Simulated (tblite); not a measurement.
Species: 2-methyl-2-pentene, C6H12.
SMILES with atom numbers: `[CH3:1][CH2:2][CH:3]=[C:4]([CH3:5])[CH3:6]` (hydrogens: H7, H8, H9 on C1; H10, H11 on C2; H12 on C3; H13, H14, H15 on C5; H16, H17, H18 on C6)

Computed with GFN2-xTB (tblite), gas phase: Langevin dynamics at 400 K from the optimised GFN2-xTB geometry, time step 0.5 fs, friction 0.01 fs⁻¹, 2000 steps. Over the second half of the run the saved frames average 388 K.

The optimised geometry, where the run starts:
```
atom  x, y, z in Å
C1      2.355   -0.525   -0.697
C2      1.530   -0.221    0.555
C3      0.362    0.657    0.225
C4     -0.916    0.314    0.131
C5     -1.971    1.325   -0.218
C6     -1.460   -1.065    0.364
H7      2.697    0.399   -1.159
H8      1.753   -1.067   -1.423
H9      3.224   -1.129   -0.445
H10     2.164    0.298    1.279
H11     1.205   -1.157    1.011
H12     0.634    1.685    0.018
H13    -1.541    2.313   -0.363
H14    -2.714    1.383    0.577
H15    -2.487    1.033   -1.132
H16    -2.082   -1.073    1.259
H17    -2.086   -1.361   -0.477
H18    -0.675   -1.804    0.482
```

t = 50 fs, T = 228 K, E(pot) 0.601 eV above the start
```
atom  x, y, z in Å  |  force x, y, z in eV/Å
C1      2.258   -0.627   -0.511    1.356  -1.212  -1.056
C2      1.497   -0.306    0.785   -1.029   0.249  -1.091
C3      0.307    0.557    0.339    1.507   1.682  -0.135
C4     -0.952    0.283    0.067   -1.739   1.012  -0.430
C5     -2.012    1.269   -0.524    1.704  -0.443   0.180
C6     -1.531   -1.046    0.306    0.340  -1.256   0.785
H7      2.055    0.040   -1.370    0.091   0.054   0.803
H8      2.040   -1.650   -0.947   -0.171   0.919   0.791
H9      3.370   -0.668   -0.358   -0.933   0.309  -0.009
H10     2.132    0.212    1.525   -0.435  -0.178  -0.449
H11     1.120   -1.239    1.181    0.179  -0.163   0.492
H12     0.691    1.575    0.075   -0.515  -0.673   0.291
H13    -1.627    2.280   -0.468    0.087   0.110  -0.348
H14    -2.954    1.273   -0.016   -0.296  -0.377   0.600
H15    -2.223    0.961   -1.549    0.226   0.221   0.013
H16    -2.215   -1.062    1.186    0.443   0.043  -0.588
H17    -2.085   -1.438   -0.558    0.313   0.108   0.301
H18    -0.628   -1.652    0.533   -1.128  -0.407  -0.150
```

t = 100 fs, T = 351 K, E(pot) 0.555 eV above the start
```
atom  x, y, z in Å  |  force x, y, z in eV/Å
C1      2.252   -0.922   -0.166   -1.414   0.802  -0.865
C2      1.432   -0.173    0.902    0.661  -0.882   1.386
C3      0.330    0.602    0.321   -2.120   0.738  -1.114
C4     -0.963    0.263    0.057    3.271   0.104   1.213
C5     -1.793    1.217   -0.680   -1.605   0.906  -0.754
C6     -1.537   -1.075    0.426   -1.707   1.483  -1.795
H7      2.389   -0.281   -1.054    0.247   0.080   0.534
H8      1.608   -1.689   -0.534   -0.424  -0.900  -0.250
H9      3.174   -1.370    0.098    0.738  -0.030   0.690
H10     2.036    0.569    1.378    0.949   0.533   0.343
H11     1.141   -0.833    1.777   -0.028   0.216  -1.230
H12     0.627    1.627   -0.002   -0.170  -0.839   0.174
H13    -1.489    2.294   -0.603   -0.235  -1.086   0.189
H14    -2.865    1.097   -0.408    0.561   0.357   0.127
H15    -1.790    0.975   -1.752    0.215   0.016   0.063
H16    -2.206   -0.958    1.274   -0.096  -0.155   0.032
H17    -2.138   -1.289   -0.499    0.168  -0.506   0.989
H18    -0.838   -1.833    0.589    0.990  -0.837   0.269
```

t = 150 fs, T = 303 K, E(pot) 0.629 eV above the start
```
atom  x, y, z in Å  |  force x, y, z in eV/Å
C1      2.118   -1.148    0.141   -0.065  -1.632   0.991
C2      1.289   -0.338    1.119    0.573   1.465  -0.739
C3      0.388    0.654    0.353    1.534  -2.708   2.081
C4     -0.786    0.216    0.025   -1.503  -1.010  -0.896
C5     -1.733    0.987   -0.769   -0.934   2.310  -0.372
C6     -1.362   -1.121    0.364    1.997  -0.713   1.242
H7      2.823   -0.531   -0.292    1.253   1.341  -1.282
H8      1.622   -1.740   -0.633   -0.288   0.348   0.347
H9      2.709   -1.829    0.763   -0.077  -0.344  -0.186
H10     2.030    0.180    1.749   -0.308   0.215  -0.150
H11     0.774   -0.997    1.767   -0.889  -0.418   0.518
H12     0.808    1.558    0.113    0.614   1.789  -0.514
H13    -1.340    2.022   -0.840   -0.358  -0.382  -0.306
H14    -2.732    1.069   -0.311    0.333  -0.138   0.130
H15    -1.924    0.607   -1.765    0.294  -0.195  -0.214
H16    -1.708   -1.005    1.396   -0.305  -0.480  -0.187
H17    -2.139   -1.355   -0.312   -0.747  -0.375  -0.378
H18    -0.573   -1.942    0.359   -1.123   0.925  -0.084
```

t = 250 fs, T = 382 K, E(pot) 0.728 eV above the start
```
atom  x, y, z in Å  |  force x, y, z in eV/Å
C1      2.237   -1.210    0.593   -2.034  -0.258   1.593
C2      1.346   -0.133    1.303   -0.587   0.062  -1.921
C3      0.333    0.499    0.312   -1.118  -3.254   0.946
C4     -0.811   -0.054   -0.142    0.345   0.395  -0.719
C5     -1.689    0.737   -1.131    0.747  -0.041   0.545
C6     -1.292   -1.411    0.237   -1.262  -0.931   2.034
H7      2.663   -0.801   -0.265    0.814   0.580  -1.290
H8      1.485   -1.976    0.289    1.072   0.158   0.220
H9      3.008   -1.604    1.271   -0.474   0.054  -0.316
H10     1.904    0.755    1.567    0.474  -0.354   0.868
H11     0.788   -0.633    2.088    0.222   0.277   0.377
H12     0.530    1.483    0.136    0.464   2.240  -0.869
H13    -1.536    1.771   -0.821   -0.016   0.173  -0.664
H14    -2.754    0.548   -1.010    0.141  -0.352  -0.043
H15    -1.394    0.562   -2.198   -0.212   0.199   1.037
H16    -1.379   -1.449    1.388    0.367   0.083  -1.310
H17    -2.356   -1.655   -0.053    1.222   0.463  -0.267
H18    -0.654   -2.271   -0.013   -0.163   0.505  -0.220
```

t = 450 fs, T = 312 K, E(pot) 0.739 eV above the start
```
atom  x, y, z in Å  |  force x, y, z in eV/Å
C1      2.799   -1.458    1.386    2.013  -1.022   0.959
C2      1.516   -0.764    1.698    0.005   1.599   0.171
C3      1.012    0.055    0.509   -0.073   0.192   0.256
C4     -0.068   -0.227   -0.228    0.281  -0.170   1.477
C5     -0.448    0.756   -1.258    0.058   1.167  -0.575
C6     -0.922   -1.457   -0.113    0.114  -0.112   0.010
H7      2.966   -1.466    0.318    0.271  -0.186  -0.102
H8      2.782   -2.529    1.777    0.182   1.296  -0.574
H9      3.654   -0.930    1.909   -0.697  -0.701  -0.845
H10     1.694   -0.190    2.658   -0.589  -0.026  -1.158
H11     0.821   -1.525    1.927   -1.192  -0.529   0.239
H12     1.545    0.955    0.126    0.022  -0.745   1.093
H13     0.211    1.635   -1.182   -0.272  -0.257  -0.164
H14    -1.466    1.145   -1.340   -0.110  -0.358   0.780
H15    -0.296    0.298   -2.200    0.358  -0.415  -1.304
H16    -1.915   -1.153    0.301    0.632  -0.607  -0.753
H17    -0.906   -1.916   -1.117   -0.850   0.345   0.301
H18    -0.484   -2.250    0.506   -0.155   0.528   0.187
```

t = 500 fs, T = 360 K, E(pot) 0.869 eV above the start
```
atom  x, y, z in Å  |  force x, y, z in eV/Å
C1      2.869   -1.320    1.429   -0.996   0.293  -1.568
C2      1.314   -1.000    1.731    2.049  -1.919   0.595
C3      0.908   -0.051    0.690   -1.187  -0.005  -1.212
C4     -0.074   -0.092   -0.207   -2.193  -1.766  -1.002
C5     -0.239    0.868   -1.385   -0.110  -0.661   0.174
C6     -1.258   -1.178   -0.217    1.016   2.596   1.573
H7      2.822   -1.929    0.491    0.053   0.687   0.365
H8      3.390   -1.978    2.079   -0.036  -0.237   1.203
H9      3.544   -0.461    1.212   -0.903  -0.348   0.354
H10     1.106   -0.600    2.724    0.472   0.221   0.101
H11     0.909   -2.054    1.768   -0.298   1.242  -0.522
H12     1.553    0.791    0.592    0.594   0.446   0.073
H13     0.173    1.799   -1.100    0.784   0.973   0.009
H14    -1.286    1.088   -1.604   -0.017  -0.400   0.084
H15     0.229    0.508   -2.335   -0.249   0.107   0.959
H16    -2.172   -0.692    0.224    0.954  -0.402   0.091
H17    -1.581   -1.433   -1.175    0.085  -0.427  -1.639
H18    -0.964   -2.039    0.339   -0.018  -0.401   0.362
```

t = 700 fs
```
atom  x, y, z in Å
C1      2.997   -1.323    1.524
C2      1.478   -1.169    1.406
C3      0.984   -0.286    0.381
C4     -0.273   -0.205   -0.190
C5     -0.435    0.672   -1.376
C6     -1.335   -1.265    0.051
H7      3.493   -1.641    0.565
H8      3.267   -2.027    2.320
H9      3.335   -0.335    1.802
H10     1.214   -0.881    2.439
H11     0.919   -2.147    1.321
H12     1.675    0.642    0.330
H13     0.490    1.339   -1.425
H14    -1.397    1.180   -1.373
H15    -0.399   -0.010   -2.227
H16    -1.187   -1.781    1.069
H17    -2.339   -0.789   -0.007
H18    -1.348   -1.919   -0.785
```

**Question.** Estimate the potential energy and the forces of this last frame.

**Answer.** 0.853 eV above the start.

```json
{"atom": "C1", "Fx (eV/Å)": "0.126", "Fy (eV/Å)": "-0.318", "Fz (eV/Å)": "-1.036"}
{"atom": "C2", "Fx (eV/Å)": "-0.641", "Fy (eV/Å)": "-2.698", "Fz (eV/Å)": "1.810"}
{"atom": "C3", "Fx (eV/Å)": "-1.394", "Fy (eV/Å)": "3.188", "Fz (eV/Å)": "-0.920"}
{"atom": "C4", "Fx (eV/Å)": "2.683", "Fy (eV/Å)": "-1.203", "Fz (eV/Å)": "1.390"}
{"atom": "C5", "Fx (eV/Å)": "1.010", "Fy (eV/Å)": "0.350", "Fz (eV/Å)": "0.048"}
{"atom": "C6", "Fx (eV/Å)": "-0.138", "Fy (eV/Å)": "0.977", "Fz (eV/Å)": "1.348"}
{"atom": "H7", "Fx (eV/Å)": "-0.545", "Fy (eV/Å)": "0.307", "Fz (eV/Å)": "0.938"}
{"atom": "H8", "Fx (eV/Å)": "-0.135", "Fy (eV/Å)": "0.167", "Fz (eV/Å)": "-0.333"}
{"atom": "H9", "Fx (eV/Å)": "0.540", "Fy (eV/Å)": "0.114", "Fz (eV/Å)": "-0.040"}
{"atom": "H10", "Fx (eV/Å)": "-0.353", "Fy (eV/Å)": "0.535", "Fz (eV/Å)": "-0.172"}
{"atom": "H11", "Fx (eV/Å)": "0.906", "Fy (eV/Å)": "0.388", "Fz (eV/Å)": "-0.181"}
{"atom": "H12", "Fx (eV/Å)": "-1.097", "Fy (eV/Å)": "-1.413", "Fz (eV/Å)": "-0.660"}
{"atom": "H13", "Fx (eV/Å)": "-1.607", "Fy (eV/Å)": "-0.482", "Fz (eV/Å)": "-0.133"}
{"atom": "H14", "Fx (eV/Å)": "0.277", "Fy (eV/Å)": "0.318", "Fz (eV/Å)": "-0.091"}
{"atom": "H15", "Fx (eV/Å)": "-0.092", "Fy (eV/Å)": "0.265", "Fz (eV/Å)": "-0.304"}
{"atom": "H16", "Fx (eV/Å)": "-0.376", "Fy (eV/Å)": "0.683", "Fz (eV/Å)": "-1.784"}
{"atom": "H17", "Fx (eV/Å)": "0.570", "Fy (eV/Å)": "-0.126", "Fz (eV/Å)": "0.507"}
{"atom": "H18", "Fx (eV/Å)": "0.265", "Fy (eV/Å)": "-1.051", "Fz (eV/Å)": "-0.388"}
```

The bond farthest from its length at the start is C3–H12 (1.159 against 1.083 Å), and half the difference of its two atoms' forces along it is -1.76 eV/Å (positive lengthens). The largest atomic force is 3.60 eV/Å.

What follows is the cost of the whole dynamics run. Hardware: one thread, Arm Neoverse V1 (aarch64), no GPU, shared host with 32 logical CPUs at a one-minute load of 17. Cost: 9.8 s of wall time, 0.18 GiB resident at most.
